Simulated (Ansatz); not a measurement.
```yaml
crystal:
  periodic: [false, false, false]
  atoms:
    - {symbol: Ga, position_ang: [-1.547824, -0.481464, -0.003305]}
    - {symbol: Ga, position_ang: [0.969768, 0.413278, 0.002705]}
    - {symbol: O, position_ang: [2.629396, 0.201696, 0.002115]}
    - {symbol: H, position_ang: [-1.751095, 1.515078, 0.007959]}
basis:
  gaussian: {orbitals: def2-TZVP}
magnetization: {spin_polarized: true, initial_magnetization: 3}
hamiltonian: {xc: pbe0}
relax: {f_tol: 0.004, max_steps: 80}
```

```sh
$ ansatz run in.yaml --threads 1 --pin off --events-out ev --progress --plain --max-ram 2176MiB
```

Steps of the relaxation (energy above the last step; positions in Å, forces in eV/Å):

```
4
step 1, 1116.8 meV
Ga   -1.548   -0.481   -0.003    0.347    1.421    0.008
Ga    0.970    0.413    0.003   -0.977   -0.389   -0.003
O     2.629    0.202    0.002    0.605    0.082    0.001
H    -1.751    1.515    0.008    0.025   -1.113   -0.006
```

```
4
step 2, 635.8 meV
Ga   -1.519   -0.289   -0.002    0.448    0.950    0.006
Ga    0.947    0.301    0.002   -1.788   -0.297   -0.002
O     2.636    0.254    0.002    1.429    0.033    0.001
H    -1.763    1.383    0.007   -0.088   -0.687   -0.004
```

```
4
step 3, 405.6 meV
Ga   -1.436   -0.112   -0.001    0.721   -2.137   -0.012
Ga    0.879    0.205    0.001   -0.540   -0.427   -0.003
O     2.664    0.281    0.003    1.073    0.101    0.001
H    -1.807    1.275    0.007   -1.254    2.463    0.014
```

```
4
step 4, 188.9 meV
Ga   -1.419   -0.118   -0.001    0.292   -0.710   -0.004
Ga    0.907    0.157    0.001   -0.213   -0.229   -0.001
O     2.706    0.290    0.003    0.622    0.036    0.000
H    -1.893    1.320    0.007   -0.701    0.903    0.005
```

```
4
step 13, 0.0 meV
Ga   -1.223    0.136    0.000    0.000   -0.001    0.000
Ga    1.105    0.465    0.003   -0.003    0.001    0.000
O     2.857   -0.083    0.001    0.003   -0.001    0.000
H    -2.439    1.130    0.006   -0.001    0.001    0.000
```

Close pairs at the end: Ga1–H4 1.570 Å, Ga2–O3 1.836 Å, Ga1–Ga2 2.351 Å.

A stationary point of unrestricted PBE0 after 13 steps, with ⟨S²⟩ = 3.762 against 3.75 for a pure state; no frequencies were run, so it isn't proven a minimum. 4.8 min on 1 thread of AMD EPYC 7R43, shared host.
